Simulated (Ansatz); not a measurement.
All values below come from PBE-D3(BJ)/def2-SVP (Ansatz, a quantum-chemistry and plane-wave program). No frequencies were computed at this level.

Ansatz 0.2 input:
```yaml
crystal:
  periodic: [false, false, false]
  atoms:
    - { symbol: N, position_ang: [-0.001675, 0.388468, -0.000001] }
    - { symbol: H, position_ang: [0.830803, -0.190647, -0.000003] }
    - { symbol: H, position_ang: [-0.829128, -0.197821, 0.000003] }
basis:
  gaussian: { orbitals: def2-svp }
hamiltonian:
  xc: pbe
  dispersion: d3bj
relax:
  max_steps: 150
magnetization:
  spin_polarized: true
  initial_magnetization: 1
```

Output:

```
Functional definition: PBE
288 factors; their error is unknown
mean field evaluation 1: about -1514.2528 eV, gradient 2.6e1 eV
mean field evaluation 2: about -1511.1311 eV, gradient 3.6e1 eV
mean field evaluation 4: about -1517.1414 eV, gradient 1.1e-1 eV
mean field evaluation 8: about -1517.1269 eV, gradient 1.1e-2 eV
mean field -1517.12688072 eV, -55.7533845209 hartree, gradient 3.2e-5 eV, S^2 0.752360; 0 other end points of the search recorded, 0 dependent functions left out
reference -1517.12690036 eV, -55.7533852428 hartree; 5, 4 occupied and 19, 20 virtual orbitals, 288 factors
relax step   1: F+E_penalty+E_count = -1517.13944485 eV  Δ(F+E_penalty+E_count) = +0.000e0 eV  max|allowed force component| = 2.175e0 eV/Å  Δτ_max = 0.0000 Å  (23 SCF iters, accepted)
these checks for a lower state are left out or cut short: starts, cluster_reference, orbital_swaps, neighbouring_geometries, increment
288 factors; their error is unknown
mean field evaluation 16: about -1517.2058 eV, gradient 1.5e-2 eV
mean field -1517.19051946 eV, -55.7557232016 hartree, gradient 1.9e-5 eV, S^2 0.752445; 0 other end points of the search recorded, 0 dependent functions left out
reference -1517.19053887 eV, -55.7557239149 hartree; 5, 4 occupied and 19, 20 virtual orbitals, 288 factors
relax step   2: F+E_penalty+E_count = -1517.20308795 eV  Δ(F+E_penalty+E_count) = -6.364e-2 eV  max|allowed force component| = 9.916e-1 eV/Å  Δτ_max = 0.0289 Å  (25 SCF iters, accepted)
these checks for a lower state are left out or cut short: starts, cluster_reference, orbital_swaps, neighbouring_geometries, increment
288 factors; their error is unknown
mean field -1517.20937119 eV, -55.7564159898 hartree, gradient 2.2e-5 eV, S^2 0.752516; 0 other end points of the search recorded, 0 dependent functions left out
reference -1517.20938982 eV, -55.7564166743 hartree; 5, 4 occupied and 19, 20 virtual orbitals, 288 factors
relax step   3: F+E_penalty+E_count = -1517.22195020 eV  Δ(F+E_penalty+E_count) = -1.886e-2 eV  max|allowed force component| = 1.929e-1 eV/Å  Δτ_max = 0.0403 Å  (25 SCF iters, accepted)
these checks for a lower state are left out or cut short: starts, cluster_reference, orbital_swaps, neighbouring_geometries, increment
288 factors; their error is unknown
mean field evaluation 32: about -1517.2273 eV, gradient 1.2e-3 eV
mean field -1517.21182530 eV, -55.7565061765 hartree, gradient 2.1e-5 eV, S^2 0.752512; 0 other end points of the search recorded, 0 dependent functions left out
reference -1517.21184413 eV, -55.7565068687 hartree; 5, 4 occupied and 19, 20 virtual orbitals, 288 factors
relax step   4: F+E_penalty+E_count = -1517.22440145 eV  Δ(F+E_penalty+E_count) = -2.451e-3 eV  max|allowed force component| = 1.183e-2 eV/Å  Δτ_max = 0.0115 Å  (26 SCF iters, accepted)
these checks for a lower state are left out or cut short: starts, cluster_reference, orbital_swaps, neighbouring_geometries, increment
288 factors; their error is unknown
mean field -1517.21182644 eV, -55.7565062187 hartree, gradient 7.0e-5 eV, S^2 0.752510; 0 other end points of the search recorded, 0 dependent functions left out
reference -1517.21184529 eV, -55.7565069113 hartree; 5, 4 occupied and 19, 20 virtual orbitals, 288 factors
relax step   5: F+E_penalty+E_count = -1517.22440248 eV  Δ(F+E_penalty+E_count) = -1.029e-6 eV  max|allowed force component| = 1.149e-2 eV/Å  Δτ_max = 0.0006 Å  (17 SCF iters, accepted)
these checks for a lower state are left out or cut short: starts, cluster_reference, orbital_swaps, neighbouring_geometries, increment
288 factors; their error is unknown
mean field -1517.21182841 eV, -55.7565062910 hartree, gradient 3.1e-5 eV, S^2 0.752511; 0 other end points of the search recorded, 0 dependent functions left out
reference -1517.21184725 eV, -55.7565069834 hartree; 5, 4 occupied and 19, 20 virtual orbitals, 288 factors
relax step   6: F+E_penalty+E_count = -1517.22440448 eV  Δ(F+E_penalty+E_count) = -1.993e-6 eV  max|allowed force component| = 9.563e-6 eV/Å  Δτ_max = 0.0002 Å  (17 SCF iters, accepted)
288 factors; their error is unknown
mean field -1517.21182841 eV, -55.7565062910 hartree, gradient 3.1e-5 eV, S^2 0.752511; 1 other end points of the search recorded, 0 dependent functions left out
reference -1517.21184725 eV, -55.7565069834 hartree; 5, 4 occupied and 19, 20 virtual orbitals, 288 factors
Total energy: -1517.22442332 eV, -55.7569691453 hartree
Atom 0 at    -0.001936     0.448172    -0.000001 Å, force    -0.000000     0.000010    -0.000000 eV/Å
Atom 1 at     0.803604    -0.220619    -0.000003 Å, force     0.000001    -0.000005     0.000000 eV/Å
Atom 2 at    -0.801668    -0.227554     0.000003 Å, force    -0.000001    -0.000005     0.000000 eV/Å
Dipole moment:     0.001676    -0.387934     0.000001 e Å
```

Cost: very roughly 2.3 core-seconds.
